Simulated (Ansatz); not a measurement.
Write a Python script for the Ansatz DFT code, driven from Python that makes a relaxed scan of one distance of ClFH2Si, SMILES F[SiH2]Cl. Use (for the species named): PBE, def2-SVP basis, multiplicity 1.

```xyz
5

F    -0.4693    0.1186    1.5419
Si    0.0652   -0.0766    0.0574
Cl   -1.0796    0.9779   -1.3120
H     0.0631   -1.5037   -0.2965
H     1.4705    0.4101   -0.0321
```

`clfh2si_relaxed_scan.py`:
```python
# -*- coding: utf-8 -*-
"""Relaxed scan of one distance in ClFH2Si."""

import ansatz
from ase import Atoms
import numpy as np


def main():
    atoms = Atoms(["F", "Si", "Cl", "H", "H"], positions=[
        (-0.4693, 0.1186, 1.5419),
        (0.0652, -0.0766, 0.0574),
        (-1.0796, 0.9779, -1.312),
        (0.0631, -1.5037, -0.2965),
        (1.4705, 0.4101, -0.0321),
    ])
    clfh2si = ansatz.Crystal.molecule_from_ase(atoms)

    model = clfh2si.calculation().basis(gaussian="def2-SVP").functional("pbe")
    symbols = [site.symbol for site in clfh2si.cartesian_sites]
    pairs = [(0, 1), (1, 2), (1, 3), (1, 4)]
    print("held (A)   E (eV)        ", "  ".join(f"{symbols[i]}{i}-{symbols[j]}{j}" for i, j in pairs))
    for length in [1.91, 2.07, 2.24, 2.49, 2.8]:
        summary = model.relax(constraints=[ansatz.DistanceConstraint((1, 2), at=length)], force_tolerance=0.02, max_steps=60).run().report
        xyz = np.array(summary["positions_ang"])
        print(f"{length:6.2f} {summary['free_energy_ev']:14.5f}  ", "  ".join(f"{np.linalg.norm(xyz[i] - xyz[j]):.3f}" for i, j in pairs))


if __name__ == "__main__":
    main()
```

Output of `python clfh2si_relaxed_scan.py`:
```text
held (A)   E (eV)         F0-Si1  Si1-Cl2  Si1-H3  Si1-H4
DeckWarning: relax.constraints: the input's atoms, or those drawn, lie off the distances that are held; a relaxation that starts there is brought onto them ahead of its first SCF, by positions alone, an atom by 8.16e-2 Å at the most. With the symmetry detection on, the symmetry is detected on the input's atoms as so brought (as typed, where only the drawn atoms reach the distances), and notices that speak of the structure as typed mean those atoms
  1.91   -23131.55883   1.636  1.910  1.498  1.498
  2.07   -23131.83549   1.631  2.070  1.495  1.495
  2.24   -23131.62098   1.627  2.240  1.492  1.492
  2.49   -23130.93281   1.623  2.490  1.491  1.491
  2.80   -23129.97845   1.619  2.800  1.489  1.489
```
(Warnings from the package without file and line, repeats left out.)

Reading the output:
- Total energies depend on the basis set; only differences at equal settings carry meaning.
- The energies are electronic: no zero-point or thermal terms, and the basis set is short of its limit.
- Timing: 45 s on 1 thread of Arm Neoverse V1 (shared host), peak memory 0.2 GiB.
